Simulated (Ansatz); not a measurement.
`SBS`, relaxed with RKS PBE0-D4/def2-TZVP in Ansatz from a PBE-D4/def2-SVP geometry. The force threshold is 0.005 eV/Å; the program also tests the step.

Charge 0, multiplicity 1.

Start:

```xyz
6

S     0.731   -0.462   -1.618
B    -0.335   -0.231   -0.192
S     0.186    0.675    1.274
H     1.831    0.209   -1.166
H    -1.438   -0.725   -0.273
H    -0.974    0.535    1.975
```

```tsv
step	energy (eV)	largest force (eV/Å)	largest move (Å)
1	-22389.8316	0.536	0.000
2	-22389.8486	0.208	0.014
3	-22389.8513	0.014	0.008
4 (rejected)	-22389.8512	0.030	0.008
5	-22389.8513	0.003	0.003
```

End:

```xyz
6

S     0.729   -0.457   -1.604
B    -0.337   -0.231   -0.192
S     0.177    0.670    1.262
H     1.812    0.204   -1.156
H    -1.420   -0.716   -0.270
H    -0.961    0.529    1.960
```

Hardware: 2 threads of a server CPU on a shared host. Wall time 17 s, peak host memory 0.24 GiB.
